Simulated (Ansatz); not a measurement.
Geometry optimisation, RKS PBE/6-31G* in Ansatz 0.2.0.

The input (input.yaml):

```yaml
crystal:
  periodic: [false, false, false]
  atoms:
    - { symbol: C, position_ang: [0.17429, 1.0899, -0.36017] }
    - { symbol: "N", position_ang: [-0.42886, -0.20461, -0.16294] }
    - { symbol: C, position_ang: [0.10907, -1.1837, 0.56186] }
    - { symbol: S, position_ang: [-0.59283, -2.63997, 0.77743] }
    - { symbol: H, position_ang: [1.15224, 0.9916, -0.83747] }
    - { symbol: H, position_ang: [0.30661, 1.60498, 0.59457] }
    - { symbol: H, position_ang: [-0.46678, 1.69312, -0.99711] }
    - { symbol: H, position_ang: [-1.32292, -0.39955, -0.59113] }
    - { symbol: H, position_ang: [1.06917, -0.95176, 1.01496] }
basis:
  gaussian: { orbitals: "6-31G*" }
hamiltonian:
  xc: pbe
relax:
  f_tol: 0.02
  max_steps: 40
scf:
  lower_state_search: "off"
```

Command:

```bash
$ ansatz run input.yaml --threads 1 --pin off --max-ram 2048MiB --backend cpu --events-out ev --progress --plain --runs-dir out
```

Task: Where does it end, and by what steps?

Result: It converged. After 4 steps the energy has fallen by 0.061 eV; S4 moved furthest, 0.07 Å.

```
step  energy less start (eV)  largest force component (eV/Å)  accepted
   0                  0.0000                           1.231       yes
   1                 -0.0535                           0.474       yes
   2                 -0.0611                           0.038       yes
   3                 -0.0611                           0.027        no
   4                 -0.0612                           0.017       yes
```

```xyz
9
Properties=species:S:1:pos:R:3
C 0.185 1.101 -0.358
N -0.434 -0.205 -0.166
C 0.093 -1.209 0.564
S -0.592 -2.701 0.803
H 1.171 1.011 -0.848
H 0.312 1.633 0.601
H -0.465 1.708 -1.004
H -1.339 -0.398 -0.599
H 1.068 -0.940 1.007
```

Time of the run: 9.3 s on 1 thread of AMD EPYC 7R43 64-Core Processor (Zen 3), with other jobs on the host, peak memory 0.13 GiB.
